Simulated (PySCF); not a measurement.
Work out the structure from these simulated measurements.

Formula: C9H7BF2N2.

| Quantity | Value |
| --- | --- |
| Dipole | 4.42 D [CAM-B3LYP/def2-SVPD] |
| 13C NMR | chemical shifts (computed TMS as zero) by class: 149.0 (2 C), 135.6 (2 C), 132.9 (2 C), 132.1 (1 C), 120.3 (2 C) ppm [GIAO B97-2/pcSseg-1] |
| Rotational structure | rotational constants A, B, C: 1.290, 0.646, 0.470 GHz [PBE0-D3(BJ)/def2-SVP] |
| Couplings | largest of the computed one-bond spin–spin couplings (means over like bonds): 13C–1H +195.8 (×2), 13C–1H +184.6 (×2), 13C–1H +182.4 (×2), 13C–1H +168.7, 19F–11B -74.4 (×2), 15N–11B -26.2 (×2) Hz [B3LYP/pcJ-1, spin–dipole term left out for some pairs] |
| NMR, other nuclei | isotropic shieldings of nuclei other than C and H, by class: 105 (1 B), 36 (2 N), 332 (2 F) ppm [GIAO B97-2/pcSseg-1] |
| UV, first state | lowest singlet excitation: 3.11 eV (398 nm, f = 0.508) [TDDFT CAM-B3LYP/def2-SVPD] |
| Polarisability | 155.5 au [CAM-B3LYP/def2-SVPD] |

The electronic properties come from PySCF, for the isolated species, density fitting. Levels stand in brackets. Isolated species at its PBE0-D3(BJ)/def2-SVP geometry, gas phase. Each NMR value is the plain mean over a class of atoms that symmetry, rotation or inversion makes alike.

**Question.** Give a SMILES that accounts for the data.

**Answer.** Numbering: `[F:1][B-:2]1([F:3])[n:4]2[cH:5][cH:6][cH:7][c:8]2[CH:9]=[C:10]2[CH:11]=[CH:12][CH:13]=[N+:14]12`. 9 carbons fall into 5 classes; from least to most shielded: carbon bonded to C, N and H [C5/C13] (149.0 ppm, 2 C), carbon bonded to 2 C and N [C8/C10] (135.6 ppm, 2 C), carbon bonded to 2 C and H [C7/C11] (132.9 ppm, 2 C), alkene CH carbon [C9] (132.1 ppm), carbon bonded to 2 C and H [C6/C12] (120.3 ppm, 2 C). The other shieldings belong to: 105 ppm, four-coordinate boron [B2]; 36 ppm, nitrogen bonded to B and 2 C [N4/N14]; 332 ppm, boron-bound fluorine [F1/F3]. The couplings run between: +195.8 Hz, carbon bonded to C, N and H [C5] and its hydrogen (with 1 like pair); +184.6 Hz, carbon bonded to 2 C and H [C6] and its hydrogen (with 1 like pair); +182.4 Hz, carbon bonded to 2 C and H [C7] and its hydrogen (with 1 like pair); +168.7 Hz, alkene CH carbon [C9] and its hydrogen; -74.4 Hz, boron-bound fluorine [F1] and four-coordinate boron [B2] (with 1 like pair); -26.2 Hz, nitrogen bonded to B and 2 C [N4] and four-coordinate boron [B2] (with 1 like pair). S1 is mainly HOMO→LUMO (weight 0.94); the largest Löwdin shares of the orbital it empties are 0.15 on each of 2 atoms of one kind (carbon bonded to 2 C and N) and 0.12 on each of 2 atoms of one kind (carbon bonded to C, N and H), of the orbital it fills 0.23 on the alkene CH carbon and 0.10 on each of 2 atoms of one kind (carbon bonded to C, N and H). By its constants the optimised geometry is an asymmetric top. Structure: BODIPY, `F[B-]1(F)n2cccc2C=C2C=CC=[N+]21`. The assignments are read from this structure; whether some other isomer fits the data as well wasn't checked.
